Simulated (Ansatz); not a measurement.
Results of PBEsol (Ansatz, a program for electronic structure, PAW) for pyrite PtSb₂.

Settings: plane-wave cutoff 520 eV, 10×10×10 k mesh, Fermi–Dirac smearing 0.05 eV, scalar-relativistic PAW data made under PBE.

Cell (relaxed at this level):

```xyz
12
Lattice="6.4621 0.0000 0.0000 0.0000 6.4621 0.0000 0.0000 0.0000 6.4621" Properties=species:S:1:pos:R:3 pbc="T T T"
Pt     0.0000     3.2310     3.2310
Pt     3.2310     3.2310     0.0000
Pt     3.2310     0.0000     3.2310
Pt     0.0000     0.0000     0.0000
Sb     2.4202     0.8108     5.6513
Sb     4.0418     5.6513     0.8108
Sb     0.8108     5.6513     2.4202
Sb     5.6513     0.8108     4.0418
Sb     5.6513     2.4202     0.8108
Sb     0.8108     4.0418     5.6513
Sb     4.0418     4.0418     4.0418
Sb     2.4202     2.4202     2.4202
```

**Question.** Give the computed bulk modulus B0.

**Answer.** 
* **bulk modulus B0**: 121 GPa

The run finds no gap.

Note: the bulk modulus is −V dP/dV from two relaxed cells at ±2 % in volume; the gap of the solid is closed in this run; this level leaves the solid without a gap, although one is measured.

Spin–orbit coupling is not included; it can open a gap where bands touch, and shift volumes and moduli.

It cost very roughly 16 core-minutes of CPU time.
